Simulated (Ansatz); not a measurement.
Species: C2H3, charge 0, multiplicity 2. It need not be the lowest isomer of its formula. SMILES: [CH]=C
Geometry from a B3LYP-D3(BJ)/def2-TZVP (Ansatz, a quantum-chemistry and plane-wave program) optimisation:
```xyz
5

C      0.0510    -0.5838    -0.0118
C      0.0446     0.7173     0.0179
H     -0.8735    -1.1638    -0.0541
H      0.9720    -1.1602     0.0038
H     -0.6722     1.5232     0.0139
```
Charge 0, spin multiplicity 2.

Quantity: vertical electron affinity (to the singlet state of charge -1; a negative value means that the extra electron is unbound and the number depends on the basis; each state is the SCF solution reached for its spin; the UHF <S^2> is 0.93 for the doublet (pure: 0.75)), in eV. Valence correlation only, unless marked. UHF or UKS for open shells. Spin-orbit coupling is left out. No relativistic terms. Anions need diffuse functions: aug- sets have them; def2-D sets add few. Basis-set limits of correlation are two-point, X^-3; Hartree-Fock from the larger set. The bracket is a focal-point correction in the basis named.

```csv
level,program,vertical electron affinity (eV)
B3LYP/def2-TZVPD,Ansatz,0.05
B2PLYP/def2-TZVPD,Ansatz,-0.04
MP2/aug-cc-pVDZ,Ansatz,0.22
MP2/def2-TZVPPD,Ansatz,0.22
RI-MP2/aug-cc-pVQZ,Ansatz,0.44
RI-MP2/def2-QZVPPD,Ansatz,0.34
"RI-MP2/CBS(aug-cc-pVTZ,aug-cc-pVQZ)+[CCSD(T)-MP2]/aug-cc-pVTZ",Ansatz,0.18
```
